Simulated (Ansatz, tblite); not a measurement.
Isomers of Na3H3 (singlet), found by a short tight-binding search and relaxed with PBE0-D4/def2-TZVP in Ansatz.

The xTB rows come from tblite. B3LYP takes the VWN-RPA correlation. HSE06 is defined as in plane-wave codes, on full-range PBE exchange. Correlated methods freeze 3 core orbitals; core or outer-core shells of Na are correlated, in sets that lack core-valence functions.

Run but left out: HF/def2-TZVPP (B: restricted singlet, unstable towards broken spin symmetry).

B: The restricted singlet is unstable towards broken spin symmetry in Hartree–Fock (as tested in another run); at PBE-D4/def2-TZVP, r2SCAN-D4/def2-TZVP, B3LYP-D4/def2-TZVP, PBE0-D4/def2-TZVP and others this wasn't settled. At CCSD(T)/def2-TZVPP the restricted singlet (for correlated methods, its reference) is unstable: a solution with broken spin symmetry lies lower.

Other spin states were run for one of them alone.

A:

| atom | x (Å) | y (Å) | z (Å) |
| --- | --- | --- | --- |
| Na1 | -0.0772 | -1.4050 | 1.3723 |
| Na2 | 0.6999 | -0.4116 | -1.7885 |
| Na3 | -0.6222 | 1.8171 | 0.4172 |
| H4 | 0.6774 | -1.9756 | -0.4534 |
| H5 | 0.0761 | 1.5256 | -1.4948 |
| H6 | -0.7541 | 0.4496 | 1.9472 |

B:

```xyz
6

Na   -1.033   -3.272   -1.554
Na    0.480   -0.189   -2.418
Na   -0.348   -0.464    0.464
H     0.570    1.001   -0.723
H     0.043    1.349    2.453
H     0.288    1.574    1.778
```

Question: Estimate their order by electronic energy at PBE0-D4/def2-TZVP, counted from the lowest.

Answer: A (0.0) < B (61.6), in kJ/mol.

Question: Do the other levels pick the same lowest one?

Answer: All that were run do. Energies above each level's lowest (kJ/mol):

```tsv
level	A	B
GFN1-xTB	0.0	328.1
GFN2-xTB	0.0	194.5
PBE-D4/def2-TZVP	0.0	55.3
r2SCAN-D4/def2-TZVP	0.0	78.2
B3LYP-D4/def2-TZVP	0.0	78.1
PBE0-D4/def2-TZVP	0.0	61.6
HSE06-D4/def2-TZVP	0.0	60.0
MP2/def2-TZVPP	0.0	68.7
CCSD/def2-TZVPP	0.0	69.6
CCSD(T)/def2-TZVPP	0.0	66.8
```
Point groups (tolerance 0.1 Å): A D3h, B not assigned. Lower isomers may exist.
